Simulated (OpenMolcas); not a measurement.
# A workflow on SiH (SMILES [SiH])

Wanted: the energy (UHF/6-311G), then the energy (CASSCF(3,3)/6-311G), then a single-point energy (CASPT2(3,3)/6-311G), then the energy (SC-NEVPT2(3,3)/6-311G), then a single-point energy (MRCI(3,3)/6-311G) of SiH. 

The results are computed with OpenMolcas 26.06.

1 further run of the same task is left out (set aside as unsound or not needed).

### Step 1. The structure to begin with

SiH: 2 atoms, total charge 0, spin state doublet. As SMILES, `[SiH]`. The Si1–H2 distance was set to 2.681 Å, away from the relaxed value.

### Step 2. A single-point energy at UHF/6-311G (run 1)

The input, struct.xyz:

```xyz
2

Si     0.000000     0.000000    -1.156360
H      0.000000     0.000000     1.524140
```

The input, step1.inp:

```
* HSi Hartree-Fock
&GATEWAY
BasLib=$CurrDir
Coord=struct.xyz
Basis=6-311G
Group=NoSym
&SEWARD
&SCF
UHF
Spin=2
Scramble=0.25
PrOrbitals=1 1
```

The basis set 6-311G is read from a file made from the Basis Set Exchange's data (not shown).

Launch:

```console
$ export MOLCAS_MEM=1860
$ pymolcas step1.inp > step1.log
```

The log of the run (excerpt; [...] marks lines left out):

```text
--- Start Module: gateway ---
[...]
--- Stop Module: gateway /rc=_RC_ALL_IS_WELL_ ---
--- Start Module: seward ---
[...]
      Basis functions           24
--- Stop Module: seward /rc=_RC_ALL_IS_WELL_ ---
--- Start Module: scf ---
[...]
       Convergence after  32 Iterations
[...]
::    Total SCF energy                               -289.3373164951
[...]
      Total spin, S                                     0.8247907397
[...]
      Total electronic charge=   15.000000
      Total            charge=   -0.000000
[...]
      Dipole Moment (debye):
      Origin of the operator (angstrom)=    0.0000    0.0000   -1.0632
                   X=  3.7782E-06               Y=  1.5998E-05               Z= -8.8216E-01           Total=  8.8216E-01
      Quadrupole Moment (debye*angstrom):
[...]
--- Stop Module: scf /rc=_RC_ALL_IS_WELL_ ---
[...]
```

It took 2.2 s on 1 thread of Arm Neoverse V1, shared host; peak memory 0.37 GiB.

### Step 3. The energy at CASSCF(3,3)/6-311G (run 2)

struct.xyz is that of step 2.

The input, step2.input:

```
* HSi CASSCF

&GATEWAY
  BasLib = $CurrDir
  Coord = struct.xyz
  Basis = 6-311G
  Group = NoSym

&SEWARD

&RASSCF
  FileOrb = $CurrDir/step1.UnaOrb
  Spin = 2
  Nactel = 3 0 0
  Inactive = 6
  Ras2 = 3
  OrbListing = Nothing
  OrbAppear = Compact
```

The basis set 6-311G is read from a file made from the Basis Set Exchange's data (not shown).

Launch:

```console
$ export MOLCAS_MEM=1860
$ pymolcas step2.input > step2.log
```

The log of the run (excerpt; [...] marks lines left out):

```text
--- Start Module: gateway ---
[...]
--- Stop Module: gateway /rc=_RC_ALL_IS_WELL_ ---
--- Start Module: seward ---
[...]
      Basis functions           24
--- Stop Module: seward /rc=_RC_ALL_IS_WELL_ ---
--- Start Module: rasscf ---
[...]
      Number of active orbitals                  3
[...]
      Spin quantum number                      0.5
[...]
      Active orbitals                            3
[...]
      Number of CSFs                             8
[...]
      Number of root(s) required                 1
[...]
      Convergence after 10 iterations
[...]
      printout of CI-coefficients larger than  0.05 for root  1
      energy=    -289.368351
      conf/sym  111     Coeff  Weight
             1  2u0  -0.90772 0.82395
             4  udu   0.16428 0.02699
             6  uud   0.09485 0.00900
             8  0u2  -0.37425 0.14006
      Natural orbitals and occupation numbers for root  1
      sym 1:   1.683891   1.000000   0.316109
      ************************************************************************************************************************
      *                                                    Final results                                                     *
[...]
::    RASSCF root number  1 Total energy:   -289.36835085
[...]
      Total electronic charge=   15.000000
      Total            charge=   -0.000000
[...]
      Dipole Moment (debye):
      Origin of the operator (angstrom)=    0.0000    0.0000   -1.0632
                   X= -3.7533E-08               Y= -1.7144E-08               Z= -1.1953E+00           Total=  1.1953E+00
      Quadrupole Moment (debye*angstrom):
[...]
--- Stop Module: rasscf /rc=_RC_ALL_IS_WELL_ ---
[...]
```

Wall time 1.8 s (1 thread of Arm Neoverse V1, shared host); peak memory 0.37 GiB.

### Step 4. The energy at CASPT2(3,3)/6-311G (run 3)

struct.xyz is that of step 3.

The input, step3.input:

```
&GATEWAY
BasLib
$CurrDir
Coord
struct.xyz
Basis
6-311G
Group
NoSym
&SEWARD
&RASSCF
FileOrb
$CurrDir/step2.RasOrb
Spin
2
Nactel
3 0 0
Inactive
6
Ras2
3
OrbListing
Nothing
OrbAppear
Compact
&CASPT2
Imaginary
0.1
Frozen
5
```

The basis set 6-311G is read from a file made from the Basis Set Exchange's data (not shown).

Launch:

```console
$ export MOLCAS_MEM=1860
$ pymolcas step3.input > step3.log
```

The log of the run (excerpt; [...] marks lines left out):

```text
--- Start Module: gateway ---
[...]
--- Stop Module: gateway /rc=_RC_ALL_IS_WELL_ ---
[...]
      Basis functions           24
[...]
--- Start Module: rasscf ---
[...]
      Number of active orbitals                  3
[...]
      Spin quantum number                      0.5
[...]
      Active orbitals                            3
[...]
      Number of CSFs                             8
[...]
      Number of root(s) required                 1
[...]
      Convergence after  4 iterations
[...]
      printout of CI-coefficients larger than  0.05 for root  1
      energy=    -289.368351
      conf/sym  111     Coeff  Weight
             1  2u0  -0.90772 0.82395
             4  udu   0.16428 0.02699
             6  uud   0.09485 0.00900
             8  0u2  -0.37425 0.14006
      Natural orbitals and occupation numbers for root  1
      sym 1:   1.683891   1.000000   0.316109
      ************************************************************************************************************************
      *                                                    Final results                                                     *
[...]
::    RASSCF root number  1 Total energy:   -289.36835085
[...]
      Total electronic charge=   15.000000
      Total            charge=   -0.000000
[...]
      Dipole Moment (debye):
      Origin of the operator (angstrom)=    0.0000    0.0000   -1.0632
                   X=  9.5018E-07               Y=  2.6336E-08               Z= -1.1953E+00           Total=  1.1953E+00
      Quadrupole Moment (debye*angstrom):
[...]
--- Stop Module: rasscf /rc=_RC_ALL_IS_WELL_ ---
--- Start Module: caspt2 ---
[...]
 ###    WARNING: User changed nr of frozen orbitals.                         ###
 ###############################################################################
[...]
      E2 (Variational):          -0.0192738263
      Total energy:            -289.3876246793
[...]
      Reference weight:           0.98696
[...]
::    CASPT2 Root  1     Total energy:   -289.38762468
[...]
--- Stop Module: caspt2 /rc=_RC_ALL_IS_WELL_ ---
[...]
```

Wall time 1.8 s (1 thread of Arm Neoverse V1, shared host); peak memory 0.37 GiB.

### Step 5. The energy at SC-NEVPT2(3,3)/6-311G (run 4)

struct.xyz is that of step 4.

The input, step4.inp:

```
* HSi NEVPT2

&GATEWAY
 BasLib
 $CurrDir
 Coord
 struct.xyz
 Basis
 6-311G
 Group
 NoSym

&SEWARD

&RASSCF
 FileOrb
 $CurrDir/step2.RasOrb
 Spin
 2
 Nactel
 3 0 0
 Inactive
 6
 Ras2
 3
 OrbListing
 Nothing
 OrbAppear
 Compact

&CASPT2
 SC-NEVPT2
 Frozen
 5
```

The basis set 6-311G is read from a file made from the Basis Set Exchange's data (not shown).

Launch:

```console
$ export MOLCAS_MEM=1860
$ pymolcas step4.inp > step4.log
```

The log of the run (excerpt; [...] marks lines left out):

```text
--- Start Module: gateway ---
[...]
--- Stop Module: gateway /rc=_RC_ALL_IS_WELL_ ---
[...]
      Basis functions           24
[...]
--- Start Module: rasscf ---
[...]
      Number of active orbitals                  3
[...]
      Spin quantum number                      0.5
[...]
      Active orbitals                            3
[...]
      Number of CSFs                             8
[...]
      Number of root(s) required                 1
[...]
      Convergence after  4 iterations
[...]
      printout of CI-coefficients larger than  0.05 for root  1
      energy=    -289.368351
      conf/sym  111     Coeff  Weight
             1  2u0  -0.90772 0.82395
             4  udu   0.16428 0.02699
             6  uud   0.09485 0.00900
             8  0u2  -0.37425 0.14006
      Natural orbitals and occupation numbers for root  1
      sym 1:   1.683891   1.000000   0.316109
      ************************************************************************************************************************
      *                                                    Final results                                                     *
[...]
::    RASSCF root number  1 Total energy:   -289.36835085
[...]
      Total electronic charge=   15.000000
      Total            charge=   -0.000000
[...]
      Dipole Moment (debye):
      Origin of the operator (angstrom)=    0.0000    0.0000   -1.0632
                   X=  9.5018E-07               Y=  2.6336E-08               Z= -1.1953E+00           Total=  1.1953E+00
      Quadrupole Moment (debye*angstrom):
[...]
--- Stop Module: rasscf /rc=_RC_ALL_IS_WELL_ ---
--- Start Module: caspt2 ---
[...]
 ###    WARNING: User changed nr of frozen orbitals.                         ###
 ###############################################################################
[...]
      E2 (Variational):          -0.0185324669
[...]
      E2 (Variational):          -0.0185090850
      Total energy:            -289.3868599381
[...]
      Reference weight:           0.98805
[...]
::    SC-NEVPT2 Root  1     Total energy:   -289.38685994
[...]
--- Stop Module: caspt2 /rc=_RC_ALL_IS_WELL_ ---
[...]
```

Wall time 1.8 s (1 thread of Arm Neoverse V1, shared host); peak memory 0.37 GiB.

### Step 6. A single-point energy at MRCI(3,3)/6-311G (run 5)

struct.xyz is that of step 5.

The input, step5.inp:

```
&GATEWAY
BASLIB
$CurrDir
COORD
struct.xyz
BASIS
6-311G
GROUP
NoSym
&SEWARD
&RASSCF
FILEORB
$CurrDir/step2.RasOrb
SPIN
2
NACTEL
3 0 0
INACTIVE
6
RAS2
3
ORBLISTING
Nothing
ORBAPPEAR
Compact
&MOTRA
LUMORB
FROZEN
5
&GUGA
ELECTRONS
5
SPIN
2
INACTIVE
1
ACTIVE
3
CIALL
1
&MRCI
SDCI
```

The basis set 6-311G is read from a file made from the Basis Set Exchange's data (not shown).

Launch:

```console
$ export MOLCAS_MEM=1860
$ pymolcas step5.inp > step5.log
```

The log of the run (excerpt; [...] marks lines left out):

```text
--- Start Module: gateway ---
[...]
--- Stop Module: gateway /rc=_RC_ALL_IS_WELL_ ---
[...]
      Basis functions           24
[...]
      Number of active orbitals                  3
[...]
      Spin quantum number                      0.5
[...]
      Active orbitals                            3
[...]
      Number of CSFs                             8
[...]
      Number of root(s) required                 1
[...]
      Convergence after  4 iterations
[...]
      printout of CI-coefficients larger than  0.05 for root  1
      energy=    -289.368351
      conf/sym  111     Coeff  Weight
             1  2u0  -0.90772 0.82395
             4  udu   0.16428 0.02699
             6  uud   0.09485 0.00900
             8  0u2  -0.37425 0.14006
      Natural orbitals and occupation numbers for root  1
      sym 1:   1.683891   1.000000   0.316109
      ************************************************************************************************************************
      *                                                    Final results                                                     *
[...]
::    RASSCF root number  1 Total energy:   -289.36835085
[...]
      Dipole Moment (debye):
      Origin of the operator (angstrom)=    0.0000    0.0000   -1.0632
                   X=  9.5018E-07               Y=  2.6336E-08               Z= -1.1953E+00           Total=  1.1953E+00
      Quadrupole Moment (debye*angstrom):
[...]
      *** WARNING: Default frozen orbitals is overwritten by user input.
      *** Default values:   2
[...]
--- Start Module: guga ---
[...]
--- Stop Module: guga /rc=_RC_ALL_IS_WELL_ ---
--- Start Module: mrci ---
[...]
       (But an ACPF correction will be computed)
       USE THE DEFAULT ACPF G-VALUE GFAC=  0.40000000000000002
[...]
                      CI ENERGY:  -289.39711092
[...]
                ACPF CORRECTION:    -0.00056259
[...]
      Total electronic charge=   15.000000
      Total            charge=    0.000000
[...]
     ACPF CORRECTION:     -0.00056259
[...]
  CI State   1     Total energy:   -289.39711092     QDav:     -0.00095004     QACPF:     -0.00056259
[...]
--- Stop Module: mrci /rc=_RC_ALL_IS_WELL_ ---
[...]
```

Wall time 1.9 s (1 thread of Arm Neoverse V1, shared host); peak memory 0.37 GiB.

### Step 7. What came out

| quantity | value |
| --- | --- |
| run 1, UHF/6-311G: total energy | -289.33732 Eh |
| run 1, UHF/6-311G: dipole moment | 0.88 D |
| run 1, UHF/6-311G: HOMO energy (highest over α and β) | -7.80 eV |
| run 1, UHF/6-311G: LUMO energy (lowest over α and β) | -0.16 eV |
| run 1, UHF/6-311G: ⟨S²⟩ | 1.505 |
| run 2, CASSCF(3,3)/6-311G: total energy | -289.36835 Eh |
| run 2, CASSCF(3,3)/6-311G: dipole moment (CASSCF density) | 1.20 D |
| run 3, CASPT2(3,3)/6-311G: total energy | -289.38762 Eh |
| run 3, CASPT2(3,3)/6-311G: dipole moment (CASSCF density) | 1.20 D |
| run 4, SC-NEVPT2(3,3)/6-311G: total energy | -289.38686 Eh |
| run 4, SC-NEVPT2(3,3)/6-311G: dipole moment (CASSCF density) | 1.20 D |
| run 5, MRCI(3,3)/6-311G: total energy | -289.39711 Eh |
| run 5, MRCI(3,3)/6-311G: dipole moment (CASSCF density) | 1.20 D |

What this shows: ⟨S²⟩ (run 1, UHF/6-311G) is 1.51 where a pure doublet has 0.75: the reference is spin-contaminated. The run (run 1, UHF/6-311G) may have ended on a state above the lowest.
